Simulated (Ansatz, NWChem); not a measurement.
# From Ansatz to NWChem

This Ansatz 0.2.0 job computes PN (phosphorus nitride):

input.yaml:
```yaml
crystal:
  periodic: [false, false, false]
  atoms:
    - {symbol: N, position_ang: [0.000000, 0.000000, 0.000000]}
    - {symbol: P, position_ang: [0.000000, 0.000000, 1.490866]}
basis:
  gaussian:
    orbitals: aug-cc-pVTZ
accuracy: high
correlation:
  method: ccsd
  frozen_orbitals: {"N": 1, P: 5}
scf:
  omitted_lower_state_checks: [cluster_reference, increment]
```

```bash
$ ansatz run input.yaml --threads 1 --pin off --max-ram 3480MiB --events-out events.jsonl --progress --plain --runs-dir runs
```

The bond length is the measured one.

It gives a total energy of -395.529379 Eh.

Q: Write the same calculation for NWChem 7.3.0 as an input file of the program's own.

A: One way, which was run:

np.nw:
```
start np
memory 2200 mb

geometry units atomic noautosym nocenter noautoz
   N    0.00000000   0.00000000   0.00000000
   P    0.00000000   0.00000000   2.81732843
end

basis "ao basis" spherical bse
   * library aug-cc-pVTZ
end

scf
   singlet
   rhf
   thresh 1e-08
   maxiter 80
   noprint "final vectors analysis"
end

ccsd
   freeze core 6
   maxiter 60
end

task ccsd
```

```bash
$ nwchem np.nw > np.out
```

Its energy is -395.529379 Eh, 0.000 mEh from the first.
